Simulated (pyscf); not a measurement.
## 1,1-elimination: H₃Si–SiH₂–Cl (SMILES [SiH3][SiH2]Cl) → H₃Si–Cl (SMILES [SiH3]Cl) + SiH₂ (SMILES [SiH2]) [singlet]

Gas phase, singlet surface, charge 0. Bonds broken: Si1–Si2, Si2–Cl3. Bonds formed: Si1–Cl3. Structures and frequencies: ωB97X-D3(BJ)/def2-SVP in PySCF. Correlated levels are frozen-core, on RHF or UHF. ΔMP2 is the change of the MP2 total energy from the triple- to the quadruple-zeta basis.

Transition state (Å):

```xyz
8

Si    -0.8682     0.8361     0.7056
Si    -0.1450    -1.6231     0.0341
Cl     1.2152     0.3219    -0.0089
H     -1.9372     0.8208    -0.3235
H     -0.4832     2.2771     0.8591
H     -1.2266     0.3761     2.0702
H      0.1453    -2.0778    -1.3745
H      0.7991    -2.4882     0.8312
```

One imaginary mode, 277i cm⁻¹; descent along it reached the two sides named, in the forms told below.

```tsv
bond	change	reactant side (Å)	saddle	product side
Si1–Si2	breaks	2.329	2.6	3.3
Si2–Cl3	breaks	2.078	2.374	2.559
Si1–Cl3	forms	3.5	2.262	2.116
```

Electronic energies relative to the reactant's lowest minimum found (kcal/mol):

```
level                             barrier  reaction energy  reverse barrier
--------------------------------  -------  ---------------  ---------------
ωB97X-D3(BJ)/def2-TZVP               52.9            +62.9            -10.1
PBE/def2-TZVP                        46.8            +58.3            -11.4
r²SCAN/def2-TZVP                     50.6            +61.6            -11.0
B3LYP-D3(BJ)/def2-TZVP               50.5            +56.1             -5.7
PBE0-D3(BJ)/def2-TZVP                50.4            +61.4            -11.0
M06-2X/def2-TZVP                     49.6            +54.9             -5.4
ωB97M-D3(BJ)/def2-TZVP               49.6            +53.7             -4.1
HF/def2-TZVP                         61.1            +49.7             11.4
MP2/def2-QZVPP                       52.6            +58.9             -6.3
CCSD/def2-TZVPP                      53.7            +53.1              0.6
CCSD(T)/def2-TZVPP                   52.0            +54.4             -2.4
CCSD(T)/def2-TZVPP + ΔMP2(QZVPP)     52.1            +55.5             -3.4
```

With CCSD(T)/def2-TZVPP + ΔMP2(QZVPP) energies and thermal terms (ideal gas, 1 atm, RRHO with modes under 100 cm⁻¹ raised to 100, one conformer, R ln 2 for chiral ones without a mode under 150 cm⁻¹), in kcal/mol:

| T (K) | ΔH‡ | ΔG‡ | ΔH | ΔG |
|---|---|---|---|---|
| 298 | 50.8 | 51.5 | +52.9 | +43.2 |
| 600 | 50.4 | 52.4 | +52.2 | +33.5 |
| 900 | 49.9 | 53.5 | +51.3 | +24.4 |
| 1200 | 49.4 | 54.7 | +50.2 | +15.6 |

On the product side the descent ends in an adduct with a Cl–Si contact, 13.2 kcal/mol under the separated species and 3.2 kcal/mol under the saddle at ωB97X-D3(BJ)/def2-TZVP. At ωB97X-D3(BJ), PBE, r²SCAN, B3LYP-D3(BJ), PBE0-D3(BJ), M06-2X, ωB97M-D3(BJ), MP2, CCSD(T), CCSD(T) the saddle lies under the separated products, which points to a path from their complex (located at ωB97X-D3(BJ) alone), and parting the products costs more than the saddle. What is counted as broken (Cl–Si) persists as a longer contact in the product adduct; parting that adduct is a step of its own. One saddle was located; it need not be the lowest between these sides. The CCSD(T) − MP2 part came from Ansatz, without density fitting, on the same reference.
